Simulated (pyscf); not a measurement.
Single points on ωB97X-D3(BJ)/def2-SVP structures (PySCF, gas phase).

**Question.** For the elementary gas-phase step F–Si•(F)–O–Si(F)(F)–F (SMILES F[Si](F)O[Si](F)(F)F) + F–C(F)(F)–F (SMILES FC(F)(F)F) -> F–Si(F)(F)–O–Si(F)(F)–F (SMILES F[Si](F)(F)O[Si](F)(F)F) + F–C•(F)–F (SMILES F[C](F)F) (doublet surface; C–F broken, F–Si formed), what barrier and reaction energy does ωB97X-D3(BJ)/def2-TZVP give, measured from the separated reactants?

**Answer.** ΔE‡ = 1.47 eV, ΔE = -1.46 eV. ωB97M-D3(BJ)/def2-TZVP gives 1.36 eV and -1.46 eV. Zero-point energy shifts the barrier by -0.04 eV. It is an atom transfer, with an imaginary mode of 914i cm⁻¹. This is the saddle that the search found; another between the same sides may lie lower. The angle at the transferred F is 152°.
